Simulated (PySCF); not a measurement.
**CH2F (SMILES [CH2]F) at U-wB97X-V/STO-3G**

What is the energy change on altering one bond length of CH2F at U-wB97X-V/STO-3G? 

The results are computed with PySCF 2.14.0.

11 further runs of the same task are left out: 3 that didn't finish, 8 set aside as unsound or not needed.

## (1) The molecule

The species is CH2F (4 atoms), meant as a doublet with charge 0. SMILES: `[CH2]F`. The coordinates come from a PBE0-D4/def2-TZVP relaxation.

Bond lengths: C1–F2 1.331 Å, C1–H3 1.082 Å, C1–H4 1.082 Å. Angles: F2–C1–H3 115.1°, F2–C1–H4 115.1°, H3–C1–H4 124.6°.

## (2) The energy at U-wB97X-V/STO-3G

calc.py

```python
# [CH2]F
from pyscf import gto, dft

mol = gto.Mole()
mol.atom = [
    ('C', (-0.030100, -0.057600, -0.131100)),
    ('F', (0.950000, 0.694000, 0.364600)),
    ('H', (-0.946900, 0.472300, -0.352500)),
    ('H', (0.027000, -1.108700, 0.119000)),
]
mol.verbose = 4
mol.max_memory = 1860
mol.spin = 1
mol.basis = 'sto-3g'
mol.charge = 0
mol.build()

ks = dft.UKS(mol, xc='wb97x-v')
ks.nlcgrids.level = 1
ks.grids.level = 5
ks.conv_tol = 1e-10
ks.kernel()
if not ks.converged:
    ks = ks.newton().run(ks.mo_coeff, ks.mo_occ)

etot = ks.e_tot
print('E = %.10f Eh' % etot)
```

Command:

```sh
$ OMP_NUM_THREADS=1 python calc.py
```

Standard output:

```text
PySCF version 2.14.0

[INPUT] num. atoms = 4
[INPUT] num. electrons = 17
[INPUT] charge = 0
[INPUT] spin (= nelec alpha-beta = 2S) = 1
[INPUT] symmetry False subgroup None
[INPUT] Mole.unit = angstrom
[INPUT] Symbol           X                Y                Z      unit          X                Y                Z       unit  Magmom
[INPUT]  1 C     -0.030100000000  -0.057600000000  -0.131100000000 AA   -0.056880756349  -0.108848224775  -0.247743094930 Bohr   0.0
[INPUT]  2 F      0.950000000000   0.694000000000   0.364600000000 AA    1.795239818337   1.311469930448   0.688994145016 Bohr   0.0
[INPUT]  3 H     -0.946900000000   0.472300000000  -0.352500000000 AA   -1.789381667351   0.892517648632  -0.666128458909 Bohr   0.0
[INPUT]  4 H      0.027000000000  -1.108700000000   0.119000000000 AA    0.051022605363  -2.095139354305   0.224877408823 Bohr   0.0

[... 93 lines left out ...]
converged SCF energy = -137.106538950739  <S^2> = 0.75200188  2S+1 = 2.0020009
E = -137.1065389507 Eh
```

Wall time 13 s (1 thread of Arm Neoverse V1, shared host); peak memory 0.17 GiB.

## (3) The distorted shape, same level

run.py

```python
from pyscf import gto, dft

mol = gto.Mole()
mol.atom = [
    ('C', (-0.041518, 0.152578, -0.181110)),
    ('F', (0.938582, 0.904178, 0.314590)),
    ('H', (-0.958318, 0.682478, -0.402510)),
    ('H', (0.027000, -1.108700, 0.119000)),
]
mol.spin = 1
mol.verbose = 3
mol.max_memory = 1860
mol.basis = 'sto-3g'
mol.build()

mf = dft.UKS(mol)
mf.xc = 'wb97x-v'
mf.grids.level = 5
mf.conv_tol = 1e-10
mf.nlcgrids.level = 1
mf.kernel()
if not mf.converged:
    mf = mf.newton().run(mf.mo_coeff, mf.mo_occ)

e_final = mf.e_tot
print('E(%s) = %.9f' % ('WB97X-V', e_final))
```

Command:

```sh
$ OMP_NUM_THREADS=1 python run.py
```

Standard output:

```text
WARN: HOMO -0.0324597707143456 >= LUMO -0.0324597707143454

converged SCF energy = -137.085555771374  <S^2> = 0.75282064  2S+1 = 2.0028187
E(WB97X-V) = -137.085555771
```

Wall time 12 s (1 thread of Arm Neoverse V1, shared host); peak memory 0.17 GiB.

## (4) What came out

At U-wB97X-V/STO-3G:

```
                                                         quantity          value
                                        first shape: total energy  -137.10654 Eh
                                       first shape: dipole moment         0.44 D
                  first shape: HOMO energy (highest over α and β)       -5.59 eV
                   first shape: LUMO energy (lowest over α and β)        5.10 eV
                                                first shape: ⟨S²⟩          0.752
                                    distorted shape: total energy  -137.08556 Eh
                                   distorted shape: dipole moment         0.43 D
              distorted shape: HOMO energy (highest over α and β)       -5.50 eV
               distorted shape: LUMO energy (lowest over α and β)        5.22 eV
                                            distorted shape: ⟨S²⟩          0.753
energy change with the C1–H4 bond stretched from 1.082 to 1.298 Å       0.571 eV
```

What this shows: With the C1–H4 bond stretched from 1.082 to 1.298 Å the energy rises by 0.57 eV (13.2 kcal/mol). The first shape isn't relaxed at this level, so the change isn't measured from a minimum. The minimal basis adds a large error of its own. Mulliken charges (distorted shape) run from -0.05 on F2 to +0.07 on H3.
